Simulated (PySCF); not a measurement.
# Continuum solvent and chemical shifts

Molfile (atoms numbered from 1):
```
C2HF3O
     RDKit          3D

  7  6  0  0  0  0  0  0  0  0999 V2000
    0.6018   -1.1415   -1.3449 O   0  0  0  0  0  0  0  0  0  0  0  0
    0.6845   -0.2508   -0.5570 C   0  0  0  0  0  0  0  0  0  0  0  0
   -0.4729    0.1480    0.3670 C   0  0  0  0  0  0  0  0  0  0  0  0
   -0.0432    0.1523    1.6288 F   0  0  0  0  0  0  0  0  0  0  0  0
   -1.4994   -0.6718    0.2609 F   0  0  0  0  0  0  0  0  0  0  0  0
   -0.8674    1.3846    0.0595 F   0  0  0  0  0  0  0  0  0  0  0  0
    1.5966    0.3791   -0.4142 H   0  0  0  0  0  0  0  0  0  0  0  0
  1  2  2  0
  2  3  1  0
  3  4  1  0
  3  5  1  0
  3  6  1  0
  2  7  1  0
M  END
```

GIAO PBE0/pcSseg-1 in PySCF 2.14.0 with density-fitted response routines on one PBE0-D3(BJ)/def2-SVP conformer, non-relativistic, equivalent nuclei averaged. Solvents enter as an IEF-PCM continuum (acetone with ε = 20.5, acetonitrile with ε = 35.7) around the gas-phase geometry. Shifts are referred to TMS, CFCl3 computed in the same medium.

Gas phase, δ in ppm: C2 187.4, C3 118.7, F4/F5/F6 -97.6, H7 9.21. Dipole moment 1.70 D.

(1) How does each δ change in the continuum?

(2) Which nuclei move most (in ppm), and what does the model miss?

## Answers

(1) 
| atoms | environment | Δδ, acetone | Δδ, acetonitrile |
| --- | --- | --- | --- |
| C2 | aldehyde carbonyl carbon | +5.7 | +5.9 |
| C3 | CF3 carbon | +1.2 | +1.3 |
| F4/F5/F6 | fluorine of a CF3 group | +1.4 | +1.4 |
| H7 | hydrogen on an aldehyde carbonyl carbon | +0.10 | +0.11 |

Changes are relative to the gas phase. The dipole moment becomes 2.18 D in acetone, 2.20 D in acetonitrile.

(2) C2 (aldehyde carbonyl carbon, +5.9 ppm) in acetonitrile. A continuum only polarises the solute; specific hydrogen bonds, the anisotropy of aromatic solvents and changes of geometry or conformer are outside it.
